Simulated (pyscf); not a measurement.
Structures and frequencies: ωB97X-D3(BJ)/def2-SVP in PySCF.

**Question.** Estimate the classical barrier height and the reaction energy of H₃C–Re(=O)(=O)=O + H₂ -> CH₄ + O=ReH(=O)=O at ωB97M-D3(BJ)/def2-TZVP. The step runs on the singlet surface, breaks C–Re, H–H and forms C–H, H–Re; take the separated reactants as zero.

**Answer.** ΔE‡ = 223.9 kJ/mol, ΔE = -26.5 kJ/mol. Zero-point energy shifts the barrier by +12.6 kJ/mol. It is a four-centre exchange, with an imaginary mode of 1324i cm⁻¹. At the saddle there is also a short H–Re contact that neither side keeps. One saddle was located; it need not be the lowest between these sides. Elements past Kr carry the def2 core potentials, without spin-orbit coupling.
